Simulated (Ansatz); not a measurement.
A nudged elastic band was laid between two geometries of H + H4Si (6 atoms, charge 0, multiplicity 2).

Method: UKS PBE/def2-SVP (Ansatz 0.2.0).

```
movable images  : 7
climbing image  : yes
spring          : 5.0 eV/Å²
optimiser       : quadratic models (default)
start path      : through a guess of the saddle point
force threshold : 0.05 eV/Å
iteration limit : 60
end points      : relaxed
```

First end point:

```xyz
6
Properties=species:S:1:pos:R:3
Si 0.000 0.000 -0.283
H 0.000 0.000 1.220
H 1.417 0.000 -0.784
H -0.708 1.227 -0.784
H -0.708 -1.227 -0.784
H 0.000 0.000 4.337
```

Last end point:

```xyz
6
Properties=species:S:1:pos:R:3
Si 0.001 0.000 -0.519
H 0.000 0.000 2.790
H 1.435 0.000 -0.971
H -0.717 1.243 -0.970
H -0.717 -1.243 -0.970
H 0.000 0.000 3.560
```

Question: What changes between the two ends?

Answer: Bonds broken: Si1–H2. Bonds formed: H2–H6. H + H4Si becomes H2 + H3Si.

Question: What energy profile does the band end with?

Answer: The forces met the threshold. The highest image is number 3 of 0 to 8, 0.043 eV above the first end and 0.561 eV above the last; the last end lies 0.518 eV below the first. A vibrational analysis at the climbing image gives one clearly imaginary mode, 400i cm⁻¹: a first-order saddle point.

```
image  path coordinate (Å)  energy (eV)  Si1–H2 (Å)  H2–H6 (Å)
    0                 0.00        0.000        1.50       3.12
    1                 0.47        0.003        1.50       2.61
    2                 0.94        0.019        1.51       2.09
    3                 1.40        0.043        1.54       1.56
    4                 1.80       -0.151        1.83       1.00
    5                 2.20       -0.422        2.29       0.79
    6                 2.59       -0.486        2.63       0.78
    7                 2.99       -0.512        2.97       0.77
    8                 3.39       -0.518        3.31       0.77
```

Question: What is the geometry of the highest image?

Answer: 
```xyz
6
Properties=species:S:1:pos:R:3
Si 0.000 0.000 -0.039
H 0.000 0.000 1.498
H 1.420 0.000 -0.531
H -0.710 1.230 -0.532
H -0.710 -1.230 -0.532
H 0.000 0.000 3.057
```

Question: What are the harmonic wavenumbers there?

Answer: 400i, 196, 196, 849, 876, 876, 935, 935, 1773, 2171, 2188, 2188 cm⁻¹.

Run time: 56 s on 1 thread of Arm Neoverse V1, on a shared host, peak memory 0.099 GiB.
